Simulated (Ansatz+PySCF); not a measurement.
A calculation with PySCF 2.14.0.

```python
from pyscf import gto, scf

mol = gto.M(atom="""
N 0.000000 0.000000 0.182380
H 1.403770 0.000000 -0.425540
H -0.701890 1.215700 -0.425540
H -0.701890 -1.215700 -0.425540
""", basis='6-31g*', charge=0, spin=0)
mf = scf.RHF(mol)
mf.init_guess = 'minao'
mf.kernel()
while True:  # follow internal instabilities
    mo, _, stable, _ = mf.stability(return_status=True)
    if stable: break
    mf.kernel(mf.make_rdm1(mo, mf.mo_occ))
print(mf.converged, mf.e_tot, mf.spin_square()[0])
```

The script is written out from the run's settings.

The run gave:

| Property | Result |
| --- | --- |
| Converged | yes |
| Total energy | -55.89313 hartree |
| Spin squared of the determinant | 0.000 |

Caution: an unrestricted determinant lies well below.
